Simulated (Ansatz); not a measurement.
Run this with Ansatz's Python interface and show what comes out.

The script reads `c3h4fn.xyz`:
```text
9

N    -0.97710    0.89340   -0.28530
C     0.09400    0.48590    0.34100
C     1.09490   -0.19620   -0.17680
F     1.22090   -0.47800   -1.48080
C     0.30830   -0.85720    0.80460
H    -1.06990    1.97150   -0.25690
H    -0.98420    0.67110   -1.27810
H    -0.32370   -1.60160    0.46140
H     0.72540   -0.93530    1.85390
```

The script, `run_disp.py`:
```python
'''Dispersion corrections for C3H4FN.'''

import ansatz as az

system = az.Crystal.molecule_from_extxyz('c3h4fn.xyz')

calculation = system.calculation().basis(gaussian='def2-SVP')
for name in ['pbe', 'revpbe']:
    for correction in ('d3bj', 'd4'):
        summary = calculation.functional(name, dispersion=correction).run(threads=1).report
        print(f'{name:8s} {correction:5s} total {summary["free_energy_ev"]:.5f} eV, of which dispersion {1000 * summary["dispersion"]["energy"]["ev"]:.2f} meV')
```

```console
$ python run_disp.py
pbe      d3bj  total -7364.58598 eV, of which dispersion -160.04 meV
pbe      d4    total -7364.57885 eV, of which dispersion -152.91 meV
revpbe   d3bj  total -7371.04627 eV, of which dispersion -426.56 meV
revpbe   d4    total -7371.18036 eV, of which dispersion -560.65 meV
```

Reading the output:
- These settings explore the input space; basis and method may be short of convergence.
- The geometry is a force-field or estimated start, not a minimum of this method, and the basis set is short of its limit. D4 holds the three-body term, and d3bj doesn't.
- Wall time of the script: 9.2 s on 1 thread of Arm Neoverse V1, on a shared host, peak memory 0.18 GiB.
